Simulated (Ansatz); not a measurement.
## Isomers

Structures of MgBH3O, singlet, relaxed at PBE0-D4/def2-TZVP (vibrations not checked; lower isomers may exist, and structures with a doubtful reference or unclear bonds are left out). Program: Ansatz 0.2.0. Basis: def2-TZVPP. Cores are frozen in the correlated methods. The outer core shell of Li, Na, Mg and K is correlated. The def2 sets are not built for correlating such inner shells, so the correlated values are less sure here. B3LYP uses VWN-RPA correlation.

Problem. Rank them by CCSD(T) energy, lowest first, and give each one's height above the lowest. Links in brackets join atoms within 1.22 times the sum of their covalent radii (1.1 for two metals). (To be estimated.)
A.
a complex of BH₃O ([BH2][OH]) + Mg
```
6
angstrom
B -0.8795 0.2403 -0.9800
O 0.0600 -0.5179 -0.3738
Mg 1.3261 0.4582 2.3313
H -1.3689 -0.1110 -2.0175
H -1.1832 1.2573 -0.4299
H 0.2772 -1.3265 -0.8463
```
B.
a complex of BHO ([BH][O]) + H₂ + Mg
```
6
angstrom
B -1.0976 0.6433 -0.7228
O -0.2807 0.3803 0.1158
Mg 0.7514 1.2898 2.8690
H 1.6314 -1.5166 0.3383
H -1.8983 0.9057 -1.5383
H 2.1272 -2.0747 0.3062
```
C.
a complex of MgBHO ([O][B][MgH]) + H₂
```
6
angstrom
O 0.3822 -0.3646 -0.4778
B 0.3113 0.1726 0.6000
Mg 0.1803 1.1668 2.5949
H 0.5431 -1.5148 -2.7838
H 0.5907 -1.8482 -3.4519
H 0.0811 1.9199 4.1067
```
D.
MgBH₃O ([BH2][O][MgH])
```
6
angstrom
B -0.9099 0.2905 -0.9353
O -0.0074 -0.0001 -0.0103
Mg 1.2142 -0.3886 1.2473
H -0.9759 -0.3605 -1.9562
H -1.6820 1.2114 -0.7733
H 2.3610 -0.7528 2.4278
```

Solution. The calculation gives: D (0.0 kJ/mol), A (92.1 kJ/mol), C (148.4 kJ/mol), B (153.6 kJ/mol). Heights count from the lowest.

Problem. Do PBE-D4, r2SCAN-D4, PBE0-D4, B3LYP-D4, wB97M-V, HF, MP2 give the same order? (A judgement: the text doesn't fix the answer.)

Solution. The calculation gives: Lowest first: B3LYP-D4 D < A < B < C; wB97M-V D < A < B < C; HF D < A < B < C. The others agree with CCSD(T).

T1 diagnostic: at most 0.016.

For scale, one of the runs: CCSD(T)/def2-TZVPP, 136 basis functions, launched by `ansatz run in.yaml --threads 2 --pin off --events-out ev --progress --plain --max-ram 4352MiB`. The run took 18 s on 2 CPU threads of an Arm Neoverse V1 (shared host), with 0.83 GiB of host memory at its peak.
